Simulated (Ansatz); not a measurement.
# AlH₄ (doublet): correlated methods under varied settings at scale of all distances = 1.766

One table from this session's results is given with a row withheld; the runs are named, their logs left out.

Method: the settings change from run to run; program: Ansatz 0.2.0, Gaussian basis.

20 further runs of the same task are left out: 5 for a known fault of the program, 10 that didn't finish, 5 set aside as unsound or not needed.

### The geometry

The geometry derives from a PBE0/def2-TZVP stationary point (not a proven minimum). All distances are scaled together.

5 atoms, charge 0, spin multiplicity 2.

Atoms are counted from 1 here; the program's logs count them from 0.

No contacts short enough for the rule that draws bonds.

Set-up of the first run:

The input, in.yaml:

```yaml
crystal:
  periodic: [false, false, false]
  atoms:
    - {symbol: Al, position_ang: [-0.105725, 0.000259, -0.234469]}
    - {symbol: H, position_ang: [0.792444, 0.003182, 3.506873]}
    - {symbol: H, position_ang: [-0.559938, -0.015729, 3.454982]}
    - {symbol: H, position_ang: [1.295010, 2.442925, -0.333416]}
    - {symbol: H, position_ang: [1.302623, -2.437309, -0.351947]}
basis:
  gaussian: {orbitals: 6-31G, fitting: {mean_field: def2-universal-jkfit}}
magnetization: {spin_polarized: false, initial_magnetization: 1}
correlation: {method: mp2, electrons: valence}
scf: {lower_state_search: full}
output: {forces: true}
```

Run with:

```sh
$ ansatz run in.yaml --threads 1 --pin off --events-out ev --progress --plain --max-ram 2393MiB
```

Steps of the session up to this table: MP2 on ROHF/6-31G; CCSDT on ROHF/6-31G; CCSD(T) on UHF/6-31G; CCSDT(Q) on UHF/6-31G; BCCD(T) on UHF/cc-pVDZ.

One of the session's tables, all rows but one given; the rest of the session is left out.

```
                 level  from FCI (meV)
     MP2 on ROHF/6-31G          1618.4
   CCSDT on ROHF/6-31G            11.3
  CCSD(T) on UHF/6-31G            31.4
 CCSDT(Q) on UHF/6-31G               ?
BCCD(T) on UHF/cc-pVDZ
```

Estimate the missing values for CCSDT(Q) on UHF/6-31G.

The run gave: from FCI (meV): 1.1. In the column «from FCI (meV)» it is the lowest.

Caveats from the session: The determinant is far from a pure spin state, so its energy mixes those of several spin states (harmless only where they are near-degenerate, as at dissociation).
